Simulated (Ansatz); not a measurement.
# C4H4F2: the cost of one run

Method: the settings change from run to run; program: Ansatz 0.2.0, Gaussian basis.

## Step 1: The geometry

The geometry comes from an earlier relaxation with PBE0-D4 in a triple-zeta def2 set; it is a stationary point, not always the lowest conformer.

SMILES `C=C/C(F)=C\F`, 10 atoms, charge 0, spin multiplicity 1.

Atoms are counted from 1 here; the program's logs count them from 0.

Bond lengths: C1–C2 1.331 Å, C1–H7 1.083 Å, C1–H8 1.082 Å, C2–C3 1.441 Å, C2–H9 1.084 Å, C3–F4 1.342 Å, C3–C5 1.331 Å, C5–F6 1.334 Å, C5–H10 1.082 Å. Angles: C2–C1–H7 121.5°, C2–C1–H8 120.9°, H7–C1–H8 117.7°, C1–C2–C3 123.8°, C1–C2–H9 121.1°, C3–C2–H9 115.1°, C2–C3–F4 116.5°, C2–C3–C5 126.7°, F4–C3–C5 116.8°, C3–C5–F6 120.9°, C3–C5–H10 124.5°, F6–C5–H10 114.7°.

## Step 2: BCCD(T)/6-31G*

This run has a point charge of 1.00 e beside it, high accuracy.

File in.yaml:

```yaml
crystal:
  periodic: [false, false, false]
  atoms:
    - {symbol: C, position_ang: [-0.480929, -1.678588, 0.612452]}
    - {symbol: C, position_ang: [-0.125554, -0.395895, 0.621199]}
    - {symbol: C, position_ang: [0.135993, 0.370894, -0.570713]}
    - {symbol: F, position_ang: [0.004837, -0.274561, -1.739680]}
    - {symbol: C, position_ang: [0.493759, 1.651768, -0.630216]}
    - {symbol: F, position_ang: [0.647865, 2.371562, 0.482357]}
    - {symbol: H, position_ang: [-0.595119, -2.227325, -0.314318]}
    - {symbol: H, position_ang: [-0.666122, -2.209548, 1.537187]}
    - {symbol: H, position_ang: [-0.012947, 0.147785, 1.552498]}
    - {symbol: H, position_ang: [0.681417, 2.192708, -1.547965]}
basis:
  gaussian: {orbitals: "6-31G*", point_charges: [{charge: 1.00, position_ang: [5.279, 0.315, 0.947]}]}
hamiltonian: {xc: {name: HF}}
correlation: {method: bccd_t}
accuracy: high
```

Run with:

```
$ ansatz run in.yaml --threads 4 --pin off --events-out ev --progress --plain --max-ram 10444MiB
```

**Question.** How long does this run take on 4 threads of Intel Xeon 6975P-C, shared host, and how much memory does it need?

About 13 s, with a peak of 1.1 GiB.
